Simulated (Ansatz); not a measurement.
# C2H5O: the cost of one run

Method: UKS B3LYP/def2-SVP, in Ansatz 0.2.0.

### Step 1. The structure to begin with

Bond lengths: C1–C2 1.579 Å, C2–O3 1.295 Å, C1–H4 1.094 Å, C1–H5 1.090 Å, C1–H6 1.090 Å, C2–H7 1.162 Å, C2–H8 1.162 Å. Angles: C1–C2–O3 116.1°, C1–C2–H7 103.6°, C1–C2–H8 103.6°, O3–C2–H7 114.7°, O3–C2–H8 114.7°, H7–C2–H8 102.5°, C2–C1–H4 111.2°, C2–C1–H5 109.6°, C2–C1–H6 109.6°, H4–C1–H5 109.1°, H4–C1–H6 109.1°, H5–C1–H6 108.3°.

Structure file:

```xyz
8

C    -0.4463    0.5942   -0.2635
C     0.4777   -0.5707    0.2676
O     1.6953   -0.2429    0.5631
H    -1.4547    0.2309   -0.4822
H    -0.0156    1.0164   -1.1709
H    -0.5065    1.3828    0.4861
H     0.3806   -1.3907   -0.5495
H    -0.1306   -1.0202    1.1493
```

### Step 2. End point A

input.yaml

```yaml
crystal:
  periodic: [false, false, false]
  atoms:
    - { symbol: C, position_ang: [-0.44628, 0.59423, -0.26352] }
    - { symbol: C, position_ang: [0.47767, -0.57066, 0.26765] }
    - { symbol: O, position_ang: [1.69533, -0.24288, 0.56306] }
    - { symbol: H, position_ang: [-1.4547, 0.23095, -0.48215] }
    - { symbol: H, position_ang: [-0.01556, 1.01644, -1.17093] }
    - { symbol: H, position_ang: [-0.50647, 1.3828, 0.48608] }
    - { symbol: H, position_ang: [0.3806, -1.39074, -0.5495] }
    - { symbol: H, position_ang: [-0.13058, -1.02016, 1.1493] }
total_charge: -1
magnetization:
  spin_polarized: true
basis:
  gaussian: { orbitals: def2-SVP }
hamiltonian:
  xc: b3lyp
relax:
  f_tol: 0.02
  max_steps: 50
```

The run is started by

```
$ ansatz run input.yaml --threads 2 --pin off --max-ram 3072MiB --backend cpu --events-out ev --progress --plain --runs-dir out
```

**Question.** How long does this run take on 2 threads of Arm Neoverse V1, shared host, and how much memory does it need?

About 8.7 s, with a peak of 0.15 GiB.
